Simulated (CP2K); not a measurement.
**triplet Si3H8 at 4 levels**

Aim: a comparison of 4 runs (AM1, PM3, PM6, GFN1-xTB) of triplet Si3H8. 

Program for the calculation: CP2K 2026.2.

3 further runs of the same task are left out: 2 that didn't finish, 1 set aside as unsound or not needed.

### 1 Starting point

Si3H8 has 11 atoms, charge 0, and is taken as a triplet. SMILES of the parent species: `[SiH3][SiH2][SiH3]`. The coordinates come from a PBE0-D4/def2-TZVP relaxation. That shape belongs to the parent species and isn't relaxed for this state.

Bond lengths: Si1–Si2 2.338 Å, Si2–Si3 2.338 Å, Si1–H4 1.488 Å, Si1–H5 1.488 Å, Si1–H6 1.488 Å, Si2–H7 1.490 Å, Si2–H8 1.490 Å, Si3–H9 1.488 Å, Si3–H10 1.488 Å, Si3–H11 1.488 Å. Some angles: Si1–Si2–Si3 110.4°, Si1–Si2–H7 109.6°, Si1–Si2–H8 109.6°, Si3–Si2–H7 109.6°, Si3–Si2–H8 109.6°, Si2–Si1–H4 111.2°, Si2–Si1–H5 109.8°, Si2–Si1–H6 109.8°, Si2–Si3–H9 109.8°, Si2–Si3–H10 109.8°.

### 2 A single-point energy at AM1 (run 1)

File calc.inp:

```
&GLOBAL
 PROJECT_NAME calc
 RUN_TYPE ENERGY
 PRINT_LEVEL MEDIUM
&END GLOBAL
&FORCE_EVAL
 METHOD QUICKSTEP
 &DFT
  MULTIPLICITY 3
  UNRESTRICTED_KOHN_SHAM T
  &QS
   METHOD AM1
   EPS_DEFAULT 1.0E-10
   &SE
    &COULOMB
     CUTOFF [angstrom] 50
     RC_RANGE [angstrom] 0
    &END COULOMB
    &EXCHANGE
     CUTOFF [angstrom] 50
     RC_RANGE [angstrom] 0
    &END EXCHANGE
   &END SE
  &END QS
  ! cluster boundary conditions
  &POISSON
   PERIODIC NONE
   POISSON_SOLVER ANALYTIC
  &END POISSON
  &SCF
   SCF_GUESS ATOMIC
   EPS_SCF 1.0E-06
   MAX_SCF 80
   ADDED_MOS 2
   &DIAGONALIZATION
    ALGORITHM STANDARD
   &END DIAGONALIZATION
   &MIXING
    METHOD DIRECT_P_MIXING
    ALPHA 0.4
   &END MIXING
  &END SCF
  &PRINT
   &MOMENTS
    PERIODIC F
    REFERENCE COM
    MAX_MOMENT 1
   &END MOMENTS
   &MO ON
    ENERGIES T
    OCCUPATION_NUMBERS T
    NDIGITS 6
    &EACH
     QS_SCF 0
    &END EACH
    ADD_LAST NUMERIC
   &END MO
   &HIRSHFELD OFF
   &END HIRSHFELD
  &END PRINT
 &END DFT
 ! atoms, cell and kinds
 &SUBSYS
  &CELL
   ABC 21.2 20.3 19.7
   PERIODIC NONE
  &END CELL
  &COORD
   Si    -1.292570     1.366730    -0.525270
   Si    -0.462570    -0.807300    -0.296320
   Si     1.631930    -0.774400     0.742750
   H     -2.625850     1.367720    -1.185120
   H     -0.354030     2.180440    -1.344070
   H     -1.422540     2.000090     0.814640
   H     -0.343400    -1.440160    -1.640160
   H     -1.410380    -1.620800     0.516390
   H      1.515950    -0.154940     2.090430
   H      2.583820     0.031780    -0.068050
   H      2.179610    -2.149160     0.894770
  &END COORD
  &TOPOLOGY
   &CENTER_COORDINATES
   &END CENTER_COORDINATES
  &END TOPOLOGY
 &END SUBSYS
&END FORCE_EVAL
```

Started as:

```
$ OMP_NUM_THREADS=1 cp2k.psmp -i calc.inp > calc.out 2>&1
```

Standard output:

```text
CP2K| version string:                                       CP2K version 2026.2
[...]
 GLOBAL| Method name                                                        CP2K
[...]
 GLOBAL| Run type                                                         ENERGY
[...]
                             - Atoms:                                         11
[...]
                             - Spherical basis functions:                     20
[...]
 Number of electrons:                                                         11
[...]
     1 P_Mix/Diag. 0.40E+00    0.0     0.39818925        -9.6317874019 -9.63E+00
[...]
    24 DIIS/Diag.  0.23E-06    0.0     0.00000052       -13.0994835049 -4.84E-12
  *** SCF run converged in    24 steps ***
  Core-core repulsion energy [eV]:                            822.88772961706775
  Core Hamiltonian energy [eV]:                              -488.56771152124060
  Two-electron integral energy [eV]:                        -1381.55018414193501
  Electronic energy [eV]:                                   -1179.34280359220793
  Total energy [eV]:                                         -356.45507397514041
  Atomic reference energy [eV]:                               360.35219769890756
  Heat of formation [kcal/mol]:                                89.86981515913020
[...]
 SE_DIPOLE| Moment [Debye]         -0.04446685      -0.07755945      -0.02830706
 SE_DIPOLE| Derivative [a.u.]       0.00000000       0.00000000       0.00000000
 ENERGY| Total FORCE_EVAL ( QS ) energy [hartree]            -13.099483504924955
[...]
```

Run time: 0.22 s. Hardware: 1 thread of Arm Neoverse V2, shared host.

### 3 A single-point energy at PM3 (run 2)

File job.inp:

```
&GLOBAL
  PROJECT_NAME job
  RUN_TYPE ENERGY
  PRINT_LEVEL MEDIUM
&END GLOBAL

&FORCE_EVAL
  METHOD QS
  &DFT
    MULTIPLICITY 3
    UNRESTRICTED_KOHN_SHAM T
    &QS
      METHOD PM3
      EPS_DEFAULT 1.0E-10
      &SE
        &COULOMB
          CUTOFF [angstrom] 50
          RC_RANGE [angstrom] 0
        &END COULOMB
        &EXCHANGE
          CUTOFF [angstrom] 50
          RC_RANGE [angstrom] 0
        &END EXCHANGE
      &END SE
    &END QS
    &POISSON
      PERIODIC NONE
      POISSON_SOLVER ANALYTIC
    &END POISSON
    &SCF
      SCF_GUESS ATOMIC
      EPS_SCF 1.0E-07
      MAX_SCF 100
      ADDED_MOS 8
      &DIAGONALIZATION
        ALGORITHM STANDARD
      &END DIAGONALIZATION
      &MIXING
        METHOD DIRECT_P_MIXING
        ALPHA 0.4
      &END MIXING
    &END SCF
    &PRINT
      &MOMENTS
        PERIODIC F
        REFERENCE COM
        MAX_MOMENT 1
      &END MOMENTS
      &MO ON
        ENERGIES T
        OCCUPATION_NUMBERS T
        NDIGITS 6
        &EACH
          QS_SCF 0
        &END EACH
        ADD_LAST NUMERIC
      &END MO
      &HIRSHFELD OFF
      &END HIRSHFELD
    &END PRINT
  &END DFT
  &SUBSYS
    &CELL
      ABC 17.2 16.3 15.7
      PERIODIC NONE
    &END CELL
    &COORD
      UNIT bohr
      Si    -2.4426033     2.5827454    -0.9926164
      Si    -0.8741306    -1.5255759    -0.5599636
      Si     3.0839008    -1.4634039     1.4035941
      H     -4.9621373     2.5846162    -2.2395522
      H     -0.6690197     4.1204344    -2.5399242
      H     -2.6882110     3.7796223     1.5394465
      H     -0.6489320    -2.7215080    -3.0994532
      H     -2.6652319    -3.0628681     0.9758357
      H      2.8647303    -0.2927942     3.9503402
      H      4.8827122     0.0600555    -0.1285959
      H      4.1188660    -4.0613238     1.6908702
    &END COORD
    &TOPOLOGY
      &CENTER_COORDINATES
      &END CENTER_COORDINATES
    &END TOPOLOGY
  &END SUBSYS
&END FORCE_EVAL
```

Started as:

```
$ OMP_NUM_THREADS=1 cp2k.psmp -i job.inp -o job.out
```

Standard output:

```text
CP2K| version string:                                       CP2K version 2026.2
[...]
 GLOBAL| Method name                                                        CP2K
[...]
 GLOBAL| Run type                                                         ENERGY
[...]
                             - Atoms:                                         11
[...]
                             - Spherical basis functions:                     20
[...]
 Number of electrons:                                                         11
[...]
     1 P_Mix/Diag. 0.40E+00    0.0     0.40032631        -8.7005007277 -8.70E+00
[...]
    73 DIIS/Diag.  0.36E-07    0.0     0.00000009       -12.3548726256  9.62E-10
  *** SCF run converged in    73 steps ***
  Core-core repulsion energy [eV]:                            712.68525363572701
  Core Hamiltonian energy [eV]:                              -443.47008329815151
  Two-electron integral energy [eV]:                        -1210.81670370130882
  Electronic energy [eV]:                                   -1048.87843514880592
  Total energy [eV]:                                         -336.19318151307891
  Atomic reference energy [eV]:                               340.12676569890749
  Heat of formation [kcal/mol]:                                90.71061345508717
[...]
 SE_DIPOLE| Moment [Debye]          0.14799874       0.25859751       0.09551088
 SE_DIPOLE| Derivative [a.u.]       0.00000000       0.00000000       0.00000000
 ENERGY| Total FORCE_EVAL ( QS ) energy [hartree]            -12.354872625563903
[...]
```

It took 0.32 s on 1 thread of Arm Neoverse V2, shared host.

Run 3 isn't shown in full; the table further down has it.

### 4 The energy at GFN1-xTB (run 4)

File qs.inp:

```
&FORCE_EVAL
   METHOD QUICKSTEP
   &DFT
      MULTIPLICITY 3
      UKS T
      &QS
         METHOD XTB
         EPS_DEFAULT 1.0E-10
         &XTB
            GFN_TYPE 1
            CHECK_ATOMIC_CHARGES F
         &END XTB
      &END QS
      &POISSON
         PERIODIC NONE
         POISSON_SOLVER ANALYTIC
      &END POISSON
      &SCF
         SCF_GUESS ATOMIC
         EPS_SCF 1.0E-07
         MAX_SCF 40
         &OT
            MINIMIZER DIIS
            PRECONDITIONER FULL_ALL
         &END OT
         &OUTER_SCF
            EPS_SCF 1.0E-07
            MAX_SCF 10
         &END OUTER_SCF
      &END SCF
      &PRINT
         &MOMENTS
            PERIODIC F
            REFERENCE COM
            MAX_MOMENT 1
         &END MOMENTS
         &MO_CUBES
            NLUMO 5
            NHOMO -1
            WRITE_CUBE F
         &END MO_CUBES
         &HIRSHFELD OFF
         &END HIRSHFELD
      &END PRINT
   &END DFT
   &SUBSYS
      &CELL
         ABC 17.2 16.3 15.7
         PERIODIC NONE
      &END CELL
      &COORD
         Si    -1.292570     1.366730    -0.525270
         Si    -0.462570    -0.807300    -0.296320
         Si     1.631930    -0.774400     0.742750
         H     -2.625850     1.367720    -1.185120
         H     -0.354030     2.180440    -1.344070
         H     -1.422540     2.000090     0.814640
         H     -0.343400    -1.440160    -1.640160
         H     -1.410380    -1.620800     0.516390
         H      1.515950    -0.154940     2.090430
         H      2.583820     0.031780    -0.068050
         H      2.179610    -2.149160     0.894770
      &END COORD
      &TOPOLOGY
         &CENTER_COORDINATES
         &END CENTER_COORDINATES
      &END TOPOLOGY
   &END SUBSYS
&END FORCE_EVAL

&GLOBAL
   PROJECT_NAME qs
   RUN_TYPE ENERGY
   PRINT_LEVEL MEDIUM
&END GLOBAL
```

Started as:

```
$ OMP_NUM_THREADS=1 cp2k.psmp qs.inp > qs.out
```

Standard output:

```text
CP2K| version string:                                       CP2K version 2026.2
[...]
 GLOBAL| Method name                                                        CP2K
[...]
 GLOBAL| Run type                                                         ENERGY
[...]
                             - Atoms:                                         11
[...]
                             - Spherical basis functions:                     43
[...]
 Number of electrons:                                                         11
[...]
     1 OT DIIS     0.15E+00    0.0     0.01001330        -9.6981107463 -9.70E+00
[...]
    15 OT DIIS     0.15E+00    0.0     0.00000005        -9.7082955360 -1.65E-11
  *** SCF run converged in    15 steps ***
[...]
 TB_DIPOLE| Moment [Debye]         -0.05145830      -0.08905328      -0.03175742
 TB_DIPOLE| Derivative [a.u.]       0.00000000       0.00000000       0.00000000
[...]
 ENERGY| Total FORCE_EVAL ( QS ) energy [hartree]             -9.708295536022941
[...]
```

Wall time 0.44 s (1 thread of Arm Neoverse V2, shared host); peak memory 0.15 GiB.

### 5 All runs side by side

```csv
run,level,SCF convergence threshold,iteration cap,energy (Eh),dipole moment (D),HOMO energy (eV),LUMO energy (eV),wall time
1,AM1,1e-06,80,-13.099484,0.09,-7.77,-4.14,0.22 s
2,PM3,1e-07,100,-12.354873,0.31,-6.63,-4.59,0.32 s
3,PM6,1e-07,150,-11.879043,0.15,-5.67,-3.79,0.26 s
4,GFN1-xTB,1e-07,40,-9.708296,0.11,-6.86,–,0.44 s
```

### 6 What came out

| quantity | value |
| --- | --- |
| run 4: total energy | -9.70830 Eh |
| run 4: dipole moment (from atomic charges alone) | 0.11 D |
| run 4: HOMO energy (highest over α and β) | -6.86 eV |
| run 4: dispersion energy | -10.18 kJ/mol |

**Reading.** The dipole moment (its size) runs from 0.09 D (AM1) to 0.31 D (PM3). The two dipoles point in opposite directions. Some of these are taken from atomic charges alone. Force-field and semi-empirical energies have zeros of their own, so their totals don't compare. All runs together took 1.2 s, the longest 0.44 s.
